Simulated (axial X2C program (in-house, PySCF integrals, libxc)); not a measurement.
## Low determinants of SiP⁺ at the PBE0 level, two-component

Computed with an axial X2C code built on PySCF integrals. Two-component (2c) means X2C with spin–orbit coupling and atomic mean-field two-electron Coulomb and Gaunt terms. Basis: P dyall-v3z [8s7p2d1f], Si dyall-v3z [8s7p2d1f] (cores contracted in-house); Gaussian nuclei, density fitting, unrestricted open shells. Masses: P 30.974 u, Si 27.977 u.

Search at 2.234 Å (vertical energies from the lowest determinant):

```csv
ΔE (eV),state,electrons beyond evenly filled partner blocks,"electrons in ±ω = 1/2, 3/2, 5/2, 7/2"
0.00,Ω = 1,"ω = -1/2, ω = 3/2",23 5 0 0
0.64,Ω = 2,"ω = 1/2, ω = 3/2",23 5 0 0
0.82,Ω = 0,none,24 4 0 0
0.85,Ω = 1,2 × ω = 1/2,22 6 0 0
0.88,Ω = 0,none,22 6 0 0
1.94,Ω = 3,2 × ω = 3/2,22 6 0 0
2.58,Ω = 0,"3 × ω = 1/2, ω = -3/2",23 5 0 0
```

Lowest determinant, Ω = 1 (⟨Sz⟩ = 1.00, ⟨Lz⟩ = 0.00 at PBE0): Re = 2.226 Å, ωe = 507.7 cm⁻¹.

The determinant in row 2 of the search, Ω = 2 (⟨Sz⟩ = 1.00, ⟨Lz⟩ = 1.00 at PBE0), was followed along the bond at PBE0; measured from the minimum of the lowest determinant it gives:

Te = 0.477 eV (3843 cm⁻¹), Re = 2.082 Å, ωe = 576.8 cm⁻¹.

Q: Compare the bond of the determinant in row 2 with that of the lowest one.

A: At PBE0 its Re is 0.144 Å shorter and its force constant, which goes as ωe², is 1.29 times that of the lowest determinant. T0 ≈ Te + Δωe/2 = 3843 + (35) = 3878 cm⁻¹.

The search compares states at one distance, so a state with another bond length can lie lower; it is not exhaustive and yields mostly the lowest determinant of each block pattern, so other components and higher states of one pattern are missing. These are energies of single determinants, not of spin-adapted states; PBE0 term energies can be off by some tenths of an eV, and the functional has no current term. Open-shell Ω = 0 determinants with evenly filled partner blocks cannot be reached by this program, so the Ω shown need not be the lowest component. The lowest determinant need not be the ground state where others lie within half an eV.
